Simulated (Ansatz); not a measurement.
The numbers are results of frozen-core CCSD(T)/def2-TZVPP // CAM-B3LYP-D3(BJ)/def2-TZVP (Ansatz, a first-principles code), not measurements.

Ansatz 0.2 input:
```yaml
crystal:
  periodic: [false, false, false]
  atoms:
    - { symbol: C, position_ang: [0.858391, 0.048913, 0.053038] }
    - { symbol: C, position_ang: [-0.614309, -0.030485, -0.072144] }
    - { symbol: H, position_ang: [1.350605, 0.993679, 0.234691] }
    - { symbol: H, position_ang: [1.461731, -0.847038, 0.087498] }
    - { symbol: H, position_ang: [-0.924411, -0.880398, -0.682633] }
    - { symbol: H, position_ang: [-1.033681, 0.876346, -0.510666] }
    - { symbol: H, position_ang: [-1.098915, -0.157475, 0.906024] }
basis:
  gaussian: { orbitals: def2-TZVPP }
correlation:
  method: ccsd_t
magnetization:
  spin_polarized: true
  initial_magnetization: 1
```

Output:

```
Functional definition: HF
754 factors; integrals over basis functions are off by at most 1.1e-3 eV
mean field evaluation 1: about -2137.7124 eV, gradient 1.8e1 eV
mean field evaluation 2: about -2137.7148 eV, gradient 1.8e1 eV
mean field evaluation 4: about -2139.5854 eV, gradient 2.0e0 eV
mean field evaluation 8: about -2139.6334 eV, gradient 1.2e-3 eV
mean field evaluation 16: about -2139.6308 eV, gradient 2.3e-1 eV
mean field -2139.63344440 eV, -78.6300787860 hartree, gradient 2.3e-6 eV, S^2 0.763375; 0 other end points of the search recorded, 0 dependent functions left out
2 core orbitals not correlated
reference -2139.63344440 eV, -78.6300787860 hartree; 7, 6 occupied and 123, 124 virtual orbitals, 754 factors
second order -8.96983097 eV of doubles, -0.00000000 eV of singles
cycle   1  -9.56751474 eV  change   -6.0e-1 eV  update   5.7e-2
cycle   2  -9.81219857 eV  change   -2.4e-1 eV  update   1.8e-2
cycle   3  -9.84443194 eV  change   -3.2e-2 eV  update   7.5e-3
cycle   4  -9.84346830 eV  change    9.6e-4 eV  update   2.8e-3
cycle   5  -9.84374231 eV  change   -2.7e-4 eV  update   1.0e-3
cycle   6  -9.84376563 eV  change   -2.3e-5 eV  update   3.0e-4
cycle   7  -9.84380459 eV  change   -3.9e-5 eV  update   1.1e-4
cycle   8  -9.84380499 eV  change   -4.0e-7 eV  update   3.5e-5
cycle   9  -9.84379751 eV  change    7.5e-6 eV  update   1.2e-5
perturbative correction -0.32426054 eV, -0.0119163551 hartree
Total energy: -2149.80150245 eV, -79.0037480274 hartree
```

Cost: about 24 core-seconds (a rough figure).
